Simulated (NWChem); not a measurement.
Species: NO₂, doublet; SMILES O=N[O]

```xyz
3

O     -1.0929     0.0000    -0.1385
N      0.0000     0.0000     0.3140
O      1.0929     0.0000    -0.1385
```
Atoms are numbered in this order, from 1.

Program: NWChem. Geometry optimised at PBE0/def2-SVP; all other runs use it. Pople sets run with spherical d functions. Spin-unrestricted. In the optimisation the excess spin sits in a1 (C2v, its own frame). Vzz has the sign of the potential's second derivative. Spin-orbit coupling enters the g values alone. Excited states of an open shell can be spin-contaminated.

```json
[
 {"quantity": "highest occupied level (eV)", "level": "LDA (Slater exchange, PW92)/def2-SVP", "value": "?"},
 {"quantity": "solvation free energy (kcal/mol) in water", "level": "M05-2X/def2-SVP, SMD", "value": "2.7"},
 {"quantity": "A(iso) 17O atom 3 (MHz)", "level": "B3LYP/6-31G*", "value": "-58.6"},
 {"quantity": "vertical, lowest excitation (eV)", "level": "BHandHLYP/def2-SVPD, TDA", "value": "?"},
 {"quantity": "Vzz O3 (a.u.)", "level": "PBE0/def2-SVP", "value": "?"},
 {"quantity": "Δg2 (ppt)", "level": "PBE0/x2c-SVPall, ZORA", "value": "-0.51"},
 {"quantity": "dipole (D)", "level": "PBE0/def2-SVP", "value": "0.34"},
 {"quantity": "highest harmonic frequency (cm⁻¹)", "level": "PBE0/def2-SVP", "value": "?"}
]
```

Complete the blanks.


- highest occupied level (eV), value: -5.96
- vertical, lowest excitation (eV), value: 3.07
- Vzz O3 (a.u.), value: -1.471
- highest harmonic frequency (cm⁻¹), value: 1888
